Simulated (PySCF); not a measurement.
Species: 2-sulfanylacetonitrile, C2H3NS.
Cartesian coordinates in Å at the PBE0-D3(BJ)/def2-SVP level; atoms count from 1:
```
atom  x, y, z in Å
N1     1.8134   -1.4353   -0.1551
C2     0.7661   -0.9464   -0.0975
C3    -0.5370   -0.3066   -0.0030
S4    -0.5360    1.4382   -0.5305
H5    -1.2432   -0.8182   -0.6746
H6    -0.9277   -0.4085    1.0206
H7     0.2748    1.8816    0.4543
```

Method used: PySCF, PBE0-D3(BJ)/def2-SVP geometry optimisation, gas phase.

Masses are those of the commonest isotopes; rigid-rotor values at the optimised geometry. The values belong to one conformer with, in the numbering `[N:1]#[C:2][CH2:3][SH:4]`, C2–C3–S4–H -65°.

**Question.** What are A, B and C (MHz)?

**Answer.** Ia = 21.79, Ib = 163.67, Ic = 179.53 u·Å²; 505379 MHz·u·Å²/I gives A = 23197, B = 3088, C = 2815 MHz.

**Question.** Classify the top.

**Answer.** A near-prolate asymmetric top: κ = (2 × 3088 − 23197 − 2815)/(23197 − 2815) = -0.97.

**Question.** Is it planar, by Δ = Ic − Ia − Ib?

**Answer.** Not planar: Δ = Ic − Ia − Ib = -5.92 u·Å². For a rigid frame Δ = −2 Σ m c², so Σ m c² = 2.96 u·Å² lies off the ab plane: 2.88 from hydrogen and 0.09 from heavier atoms. The atom farthest from that plane is 1.13 Å away.

**Question.** Give the other two planar moments, Paa and Pbb, and the rms extents of the mass along the axes.

**Answer.** Paa = Σ m a² = (Ib + Ic − Ia)/2 = 160.71 and Pbb = Σ m b² = (Ia + Ic − Ib)/2 = 18.82 u·Å². With the mass M = 73.00 u, the rms extents √(P/M) along a, b and c are 1.48, 0.51, 0.20 Å.

**Question.** Which types of transition are allowed, and where do some lines up to J = 3 fall?

**Answer.** The dipole components are |μa| = 2.28 D, |μb| = 1.91 D, |μc| = 0.94 D. The squared components, which scale the intensities, stand as 1.00 : 0.71 : 0.17 (a : b : c). Some lines, for components of 0.1 D or more:

```tsv
type	branch	J(Ka,Kc)	MHz	lower level (cm⁻¹)
a	Q	3(1,2) ← 3(1,3)	1637	1.829
a	R	1(0,1) ← 0(0,0)	5903	0.000
a	R	2(1,2) ← 1(1,1)	11533	0.868
a	R	3(0,3) ← 2(0,2)	17697	0.591
a	R	3(2,1) ← 2(2,0)	17719	3.292
c	Q	2(1,2) ← 2(0,2)	19839	0.591
c	Q	1(1,1) ← 1(0,1)	20109	0.197
b	Q	1(1,0) ← 1(0,1)	20382	0.197
c	R	3(1,2) ← 2(0,2)	38774	0.591
c	Q	2(2,1) ← 2(1,1)	60328	1.280
b	Q	2(2,0) ← 2(1,1)	60331	1.280
b	Q	2(2,1) ← 2(1,2)	61147	1.252
b	Q	3(2,2) ← 3(1,3)	61558	1.829
c	R	2(2,1) ← 1(1,1)	72679	0.868
b	R	2(2,0) ← 1(1,1)	72682	0.868
c	R	3(2,1) ← 2(1,1)	78050	1.280
b	R	3(2,1) ← 2(1,2)	78869	1.252
c	Q	3(3,1) ← 3(2,1)	101217	3.883
c	R	3(3,0) ← 2(2,0)	118937	3.292
```

No PBE0-D3(BJ)/def2-SVP frequencies stand behind this structure, so it isn't proved a minimum. Constants of a rigid frame at the computed geometry: no zero-point averaging, no centrifugal distortion. Quadrupole hyperfine structure (14N) is left out.

On one thread of an Arm Neoverse V2, no GPU, on a shared host, this took 8.6 s. That covers the optimisation of the geometry.
